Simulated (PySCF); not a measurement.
Structure problem from calculated spectra and properties.

Formula: C2H6OP2.

* XPS: P2p3/2 137.0, P2p3/2 137.8, C1s 290.7 (×2), O1s 536.2, P1s 2150.5, P1s 2151.7 eV [ΔSCF SCAN, pcX-2 on the ionised atom, pcseg-1 elsewhere, spin-free X2C, 2p3/2 from a spin–orbit splitting computed afterwards within the 2p shell]
* Dipole: 3.45 D [wB97X-D/def2-SVPD]
* 13C NMR: chemical shifts (computed TMS as zero) by class: 13.5 (2 C) ppm [GIAO PBE0/pcSseg-1]
* Polarisability: 75.5 au [wB97X-D/def2-SVPD]
* Rotational structure: rotational constants A, B, C: 4.784, 2.563, 1.965 GHz [GFN2-xTB]
* 1H NMR: chemical shifts (computed TMS as zero) by class: 3.35 (2 H), 1.88 (2 H), 0.88 (2 H) ppm [GIAO PBE0/pcSseg-1]

Electronic properties: PySCF, gas phase, density fitting. Levels stand in brackets. One conformer (not necessarily the lowest) at the GFN2-xTB geometry, without solvent, vibrations or thermal averaging. NMR classes are plain means over equivalent atoms (diastereotopic ones count apart unless rotation or inversion swaps them), as if these changed places fast.

Q: Give a SMILES that accounts for the data.

A: Numbering: `[O:1]=[P:2]1([PH2:3])[CH2:4][CH2:5]1`. 2 carbons fall into 1 class: ring sp3 carbon bound to phosphorus [C4/C5] (13.5 ppm, 2 C). Hydrogen classes from least to most shielded: 2 H on a three-coordinate phosphorus, P3 (3.35 ppm), 2 H on 2 like atoms (sp3 carbon bound to phosphorus), C4/C5 (1.88 ppm), 2 H on 2 like atoms (sp3 carbon bound to phosphorus), C4/C5 (0.88 ppm). The core levels belong to: P2p3/2 137.0 eV, three-coordinate phosphorus [P3]; P2p3/2 137.8 eV, phosphoryl phosphorus [P2]; C1s 290.7 eV, sp3 carbon bound to phosphorus [C4/C5]; O1s 536.2 eV, phosphoryl oxygen [O1]; P1s 2150.5 eV, three-coordinate phosphorus [P3]; P1s 2151.7 eV, phosphoryl phosphorus [P2]. The optimised geometry has point group Cs and is an asymmetric top. Structure: `O=P1(P)CC1`. Computed isomers that give other values at the same levels: `[H]/P=P\COC` (13C chemical shifts (computed TMS as zero) by class: 84.3 (1 C), 58.6 (1 C) ppm); `CO/C=P/P` (13C chemical shifts (computed TMS as zero) by class: 229.1 (1 C), 60.4 (1 C) ppm). The assignments are read from this structure; whether some other isomer fits the data as well wasn't checked.

The values belong to the conformer `[O:1]=[P:2]1([PH2:3])[CH2:4][CH2:5]1`: H–P3–P2–O1 -47°, H–P3–P2–O1 45°.
